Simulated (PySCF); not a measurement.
**One elementary step**

Start structure (BSiH₇O, closed shell), relaxed at PBE0-D4/def2-TZVP:

```csv
atom,x (Å),y (Å),z (Å)
B1,-0.6491,0.3818,-1.6114
O2,-0.2046,1.5683,-2.0724
H3,-0.0090,-0.6217,-1.7810
H4,-1.7045,0.3807,-1.0486
H5,0.5451,0.5020,0.8929
Si6,0.3619,-0.6562,1.8060
H7,0.6447,1.5120,-2.5176
H8,1.6707,-1.3289,2.0079
H9,-0.6025,-1.6112,1.2068
H10,-0.1539,-0.1722,3.1111
```

The step: BH₃O ([BH2][OH]) + SiH₄ → BSiH₅ ([BH2][SiH3]) + H₂O (still joined by a long B–O bond); bonds formed: B1–Si6, O2–H5; bonds broken: H5–Si6; bonds weakened to dative contacts: B1–O2. Computed with PySCF 2.14 with density fitting (its default auxiliary sets; JK sets also for MP2 and CCSD(T)) (basis: def2-TZVPP and def2-QZVPP); correlated methods freeze the cores. Extrapolation: Hartree–Fock as exp(−7.88 √X), correlation as X^−2.97. Energies below are by CCSD(T) at an estimated basis limit (MP2 extrapolated from triple and quadruple zeta, plus CCSD(T) − MP2 in triple zeta).

(1) What are the electronic barrier and the energy of the step, from the start structure to the end structure? (An estimate is asked for; the value comes from the calculation.)

No T1 diagnostic of these runs exceeds 0.014. The start structure is not quite a true minimum (one mode of 42i cm⁻¹).

## Answers

(1) By the calculation: Barrier 2.143 eV; step energy 1.028 eV (uphill); reverse barrier, their difference, 1.115 eV. Barrier and step energy count from the start structure, the reverse barrier from the end structure.

The saddle point: One imaginary mode of 1350i cm⁻¹.
```
  pair  start (Å)  saddle (Å)  end (Å)
B1–Si6       3.71        2.16     2.02
 O2–H5       3.24        1.24     0.97
 B1–O2       1.35        1.58     1.68
H5–Si6       1.49        1.89     2.92
```

Zero-point energy (harmonic, PBE0-D4): ZPE is 1.835 eV at the start and 1.831 eV at the saddle, so the barrier goes from 2.143 to 2.139 eV.

Labels in which every atom is bracketed show which atoms are joined, not bond orders.

For scale, one of the runs: CCSD(T)/def2-TZVPP, 202 basis functions, launched by `OMP_NUM_THREADS=4 python run.py`. Time: 7.9 min of wall clock on 4 CPU threads of an Arm Neoverse N1; the host was shared. Peak host memory: 2.3 GiB.
